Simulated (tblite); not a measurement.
Compound: C5H6F (doublet state).
SMILES: `C[C@@]1(F)[CH]C=C1`

Structure optimised with GFN2-xTB, isolated species. This method treats the open shell by occupation alone, without spin polarisation.

Masses are those of the commonest isotopes; rigid-rotor values at the optimised geometry. 

Question: Give the principal moments of inertia and the rotational constants in cm⁻¹.

Answer: Ia = 85.08, Ib = 147.22, Ic = 161.65 u·Å²; 505379 MHz·u·Å²/I gives 5940, 3433 and 3126 MHz, that is A = 0.19815, B = 0.11450, C = 0.10429 cm⁻¹.

Question: Classify the top.

Answer: An asymmetric top. Ray's parameter κ = (2B − A − C)/(A − C) = -0.782; −1 is the prolate and +1 the oblate limit.

Question: What does the inertial defect say?

Answer: Not planar: Δ = Ic − Ia − Ib = -70.65 u·Å². For a rigid frame Δ = −2 Σ m c², so Σ m c² = 35.33 u·Å² lies off the ab plane: 10.37 from hydrogen and 24.96 from heavier atoms. The atom farthest from that plane is 2.09 Å away.

Question: Give the other two planar moments, Paa and Pbb, and the rms extents of the mass along the axes.

Answer: Paa = Σ m a² = (Ib + Ic − Ia)/2 = 111.90 and Pbb = Σ m b² = (Ia + Ic − Ib)/2 = 49.75 u·Å². With the mass M = 85.05 u, the rms extents √(P/M) along a, b and c are 1.15, 0.76, 0.64 Å.

Question: Where do the levels up to J = 3 lie, in MHz?

Answer: Above 0(0,0):
J = 1: 1(0,1) 6559, 1(1,1) 9067, 1(1,0) 9373
J = 2: 2(0,2) 19651, 2(1,2) 21879, 2(1,1) 22798, 2(2,1) 30321, 2(2,0) 30347
J = 3: 3(0,3) 39225, 3(1,3) 41081, 3(1,2) 42917, 3(2,2) 49998, 3(2,1) 50129, 3(3,1) 63318, 3(3,0) 63319

Question: Estimate the classical rotational partition function at 25 K, 100 K and 200 K.

Answer: Point group Cs, symmetry number σ = 1; q = (√π/σ)·√((kT/h)³/(ABC)), k/h = 20836.6 MHz/K: 2640 at 25 K, 21100 at 100 K, 59700 at 200 K.

For this open shell read J as N, the rotation without spin; fine and hyperfine splittings come on top. Its GFN2-xTB frequencies are all real (lowest 174 cm⁻¹). No vibrational averaging or centrifugal distortion is included, and the geometry carries the error of its method.

All values are computed, not measured.
